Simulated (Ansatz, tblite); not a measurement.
# The cluster K2Se+: rung by rung

Aim: run the doublet of the cluster K2Se+ at one geometry on many levels, and compare frontier levels, spin and run time.

The runs use Ansatz 0.2.0, Gaussian basis; as each input shows.

Plan: GFN1-xTB, GFN2-xTB, PBE-D4/def2-TZVP, r2SCAN-D4/def2-TZVP, BHLYP-D4/def2-TZVP, LC-ωPBE/def2-TZVP, B2PLYP/def2-TZVP, HF/def2-TZVP, BLYP-D4/def2-TZVP, PBE-D4/def2-SVP, PBE0-D4/def2-SVP, HF/STO-3G, HF/6-31G, B3LYP-D4/6-31G, CCSD(T)/def2-TZVPP, MP2/def2-TZVP, RPA/def2-TZVP.

1 further run of the same task is left out (set aside as unsound or not needed). Runs told in other sessions of the task aren't counted.

## Step 1: The structure

The doublet was relaxed beforehand with r2SCAN-D4/def2-TZVP. At that level it is the lowest of the isomers that a small search found.

3 atoms, charge 1, spin multiplicity 2.

Bond lengths: K1–Se3 3.094 Å, K2–Se3 3.094 Å. Angles: K1–Se3–K2 179.5°.

The ion is computed in the gas phase, without counter-ions or solvent.

PBE0-D4/def2-TZVP was run before; its log isn't repeated, and its numbers join the tables.

## Step 2: GFN1-xTB

Tight binding, by tblite at 300 K electronic temperature and without a spin-polarisation term:

```python
tblite.interface.Calculator('GFN1-xTB', numbers, positions, charge=1, uhf=1).singlepoint()
```

Energy -97.8519 eV; 0.002 s.

## Step 3: GFN2-xTB

Tight binding, by tblite at 300 K electronic temperature and without a spin-polarisation term:

```python
tblite.interface.Calculator('GFN2-xTB', numbers, positions, charge=1, uhf=1).singlepoint()
```

Energy -89.1513 eV; 0.004 s.

## Step 4: PBE-D4/def2-TZVP

start.molden holds the orbitals of an earlier run on this state, given as this run's starting guess.

Input file in.yaml:

```yaml
crystal:
  periodic: [false, false, false]
  atoms:
    - {symbol: K, position_ang: [-0.205405, 0.211223, -3.080261]}
    - {symbol: K, position_ang: [0.198319, -0.206700, 3.081032]}
    - {symbol: Se, position_ang: [0.007086, -0.004523, -0.000770]}
basis:
  gaussian: {orbitals: def2-TZVP, initial_orbitals: start.molden}
total_charge: 1
magnetization: {spin_polarized: true, initial_magnetization: 1}
hamiltonian: {xc: pbe, dispersion: d4}
scf: {omitted_lower_state_checks: [starts]}
output: {forces: true, orbitals: {seedname: orbitals}}
```

Started as:

```
$ ansatz run in.yaml --threads 4 --pin off --events-out ev --progress --plain --max-ram 3916MiB
```

After this run come: r2SCAN-D4/def2-TZVP; BHLYP-D4/def2-TZVP; LC-ωPBE/def2-TZVP; B2PLYP/def2-TZVP; HF/def2-TZVP; BLYP-D4/def2-TZVP; PBE-D4/def2-SVP; PBE0-D4/def2-SVP; HF/STO-3G; HF/6-31G; B3LYP-D4/6-31G; CCSD(T)/def2-TZVPP; MP2/def2-TZVP; RPA/def2-TZVP.

Q: Predict the results of all the runs planned. Wanted: gap in def2-TZVP, named functionals and Hartree-Fock, smallest and largest; correlation energy, CCSD(T)/def2-TZVPP; correlation energy, MP2/def2-TZVP; ⟨S²⟩ in def2-TZVP, named functionals and Hartree-Fock, smallest and largest; PBE0 total energy, smallest basis above largest.

The runs gave:

| quantity | value |
| --- | --- |
| gap in def2-TZVP, named functionals and Hartree-Fock, smallest and largest | 0.07 eV (BLYP-D4), 8.19 eV (HF) |
| correlation energy, CCSD(T)/def2-TZVPP | -16.31 eV |
| correlation energy, MP2/def2-TZVP | -15.12 eV |
| ⟨S²⟩ in def2-TZVP, named functionals and Hartree-Fock, smallest and largest | 0.752, 0.760 |
| PBE0 total energy, smallest basis above largest | 12.19 eV (def2-SVP, def2-TZVP) |

Over the named functionals and Hartree-Fock in def2-TZVP the gap runs from 0.07 eV (BLYP-D4) to 8.19 eV (HF); exact exchange widens it. Over the named functionals and Hartree-Fock in def2-TZVP spin contamination reaches 0.01 (HF), which is small.
